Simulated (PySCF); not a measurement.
Assignment exercise: C5H8

Atoms are numbered as in `[CH2:1]=[C:2]=[CH:3][CH2:4][CH3:5]` (H(Xn): hydrogen on atom n).

PySCF calculation with J couplings at B3LYP/pcJ-1 (without the spin–dipole term), structure optimised with GFN2-xTB and GIAO PBE0/pcSseg-1 shieldings; a single conformation, non-relativistic Hamiltonian, isolated molecule, rapidly exchanging positions averaged.

Shifts are taken against calculated references (same method and geometry level): ¹³C (σ = 186.93 ppm), ¹H (σ = 31.72 ppm) vs TMS.

Q: Assign these signals to the numbered atoms. ¹³C{¹H} NMR (computed): δ 220.2 (C), 97.9 (CH), 77.5 (CH2), 29.2 (CH2), 18.0 (CH3).

A: 
220.2 → C2, central carbon of an allene: the central sp carbon of an allene is among the most deshielded carbons of hydrocarbons
97.9 → C3, terminal carbon of a cumulated C=C=C unit
77.5 → C1, terminal carbon of a cumulated C=C=C unit
29.2 → C4, allylic sp3 CH2: saturated and bonded to C and H only
18.0 → C5, methyl carbon: a saturated carbon with 1 carbon neighbour and no heteroatom attached

Q: Assign these signals to the numbered atoms. ¹H NMR (400 MHz, computed): δ 5.26 (quint, J = 8.4 Hz, 1H), 4.86 (dt, J = 8.2, 3.0 Hz, 2H), 2.13 (dqt, J = 8.7, 7.9, 3.0 Hz, 2H), 1.11 (t, J = 7.9 Hz, 3H).

A: 
5.26 → H(C3), hydrogen on a terminal carbon of a cumulated C=C=C unit: olefinic region
4.86 → H(C1), hydrogen on a terminal carbon of a cumulated C=C=C unit
2.13 → H(C4), hydrogen on an allylic sp3 CH2: allylic position
1.11 → H(C5), hydrogen on a methyl carbon

Splittings below 1 Hz are ignored in the labels, and close J values are merged. Unscaled 3J(H,H) at this level run about 10 % above measured values. Shifts are as computed. Against solution values, carbons near 30 ppm lie about +3 ppm off and those near 130 ppm about +5 ppm. Of 1211 compounds with measured shifts, 218 miss one by over three times the rms of a fit or turn the order of signals round; such compounds aren't used in these exercises. Couplings across =CH–CH2 type bonds come from one rotamer and its mirror image, and can be 1–2 Hz further off.
